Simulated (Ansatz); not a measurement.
**AlP+ (sextet): wave-function methods side by side, cc-pVDZ**

An exercise on one series of results from a longer session: the logs are not shown, and one member is left open.

Method: cc-pVDZ, core rule «outside noble gas», up to 10 orbitals frozen; program: Ansatz 0.2.0, Gaussian basis.

The runs, in order: UHF; CCSD(T) on ROHF; CCSD(T) on UHF; BCCD(T) on ROHF; CISD as a restricted active space (open shells left free, so some higher excitations enter); CCSDT(Q) on ROHF; CCSDT(Q) on UHF; Full CI.

12 further runs of the same task are left out: 4 for a known fault of the program, 1 that didn't finish, 7 set aside as unsound or not needed. Runs told in other sessions of the task aren't counted.

## The geometry

The geometry is a PBE0/def2-TZVP stationary point (not a proven minimum) of the parent state, kept for this charge and spin.

2 atoms, charge 1, spin multiplicity 6.

Atoms are counted from 1 here; the program's logs count them from 0.

Bond lengths: Al1–P2 2.460 Å.

As a file:

```
Al    0.00000    0.00000    0.00000
P     0.00000    0.00000    2.45980
```

Set-up of the first run:

in.yaml reads:

```yaml
crystal:
  periodic: [false, false, false]
  atoms:
    - {symbol: Al, position_ang: [0.000000, 0.000000, 0.000000]}
    - {symbol: P, position_ang: [0.000000, 0.000000, 2.459800]}
basis:
  gaussian: {orbitals: cc-pVDZ}
total_charge: 1
magnetization: {spin_polarized: true, initial_magnetization: 5}
hamiltonian: {xc: hf}
output: {orbitals: {seedname: orbitals}}
```

On the command line:

```bash
ansatz run in.yaml --threads 1 --pin off --events-out ev --progress --plain --max-ram 2393MiB
```

Steps of the session up to this table: UHF; CCSD(T) on ROHF; CCSD(T) on UHF; BCCD(T) on ROHF; CISD as a restricted active space (open shells left free, so some higher excitations enter); CCSDT(Q) on ROHF; CCSDT(Q) on UHF; Full CI.

One of the session's tables, all rows but one given; the rest of the session is left out.

```
   method  from FCI (kJ/mol)
     ROHF                  ?
      UHF             +246.4
     RMP2              +61.0
     UMP2              +61.2
     CISD              +10.2
    RCCSD               +7.2
    UCCSD               +7.1
 RCCSD(T)               +1.9
 UCCSD(T)               +1.8
  BCCD(T)               +1.9
   RCCSDT               +0.4
   UCCSDT               +0.3
RCCSDT(Q)               +0.1
UCCSDT(Q)                0.0
      FCI                  0
```

Estimate the missing values for ROHF.

As computed: from FCI (kJ/mol): +247.8. In the column «from FCI (kJ/mol)» it is the highest.

Caveats from the session: Levels on UHF freeze UHF's core orbitals, full CI those of ROHF, so the U rows can settle a little off it for that reason alone. Restricted and unrestricted rows rest on different reference determinants; a gap between their highest levels can come from leftover correlation error, from unlike frozen cores or from another state.
